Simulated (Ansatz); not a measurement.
hcp Y was calculated with BLYP in Ansatz (plane waves, PAW).

Run with plane-wave cutoff 520 eV, 18×18×10 k mesh (along the axes of the cell as run), Fermi–Dirac smearing 0.05 eV, scalar-relativistic PAW data made under PBE.

Shape and atoms are relaxed at each volume.

Pressure at four volumes; x = ln(V/33.739 Å³). One pressure is withheld.

```tsv
V (Å³/atom)	x	P (GPa)
32.390	-0.0408	?
33.065	-0.0202	0.814
33.739	0.0000	-0.001
35.089	0.0392	-1.439
```

**Question.** Pass a parabola P(x) through the three rows shown, estimate the bulk modulus and its pressure derivative near zero pressure, and predict the withheld pressure.

**Answer.** Slopes between the rows: (-0.001 − (0.814))/(0.0000 − (-0.0202)) = -40.35 and (-1.439 − (-0.001))/(0.0392 − (0.0000)) = -36.68 GPa. Their difference over the span 0.0594 is c = 3.67/0.0594 = 61.8 GPa, so P(x) = 0.814 + (-40.35)(x − (-0.0202)) + 61.8 (x − (-0.0202))(x − (0.0000)). At the middle row B = −dP/dx = −[-40.35 + 61.8 × 0.0202] = 39.1 GPa, and B′ = dB/dP = 2c/B = 3.2. At x = -0.0408 the parabola gives 1.697 GPa; the run gives 1.697 GPa. The Birch–Murnaghan fit to the energies at all volumes has B0 = 39.0 GPa and B′ = 3.1.

Measured, for comparison: bulk modulus 41.7 GPa (zero-point energy and finite temperature contributions removed, our sources range from 37.3 to 41.7; as tabulated in doi:10.1021/acs.jctc.3c00612). Computed (rounded) less measured: bulk modulus -6 % (inside the range of the sources held).

Note: the bulk modulus comes from volumes at which shape and atoms were relaxed.

Ansatz is an electronic-structure program.
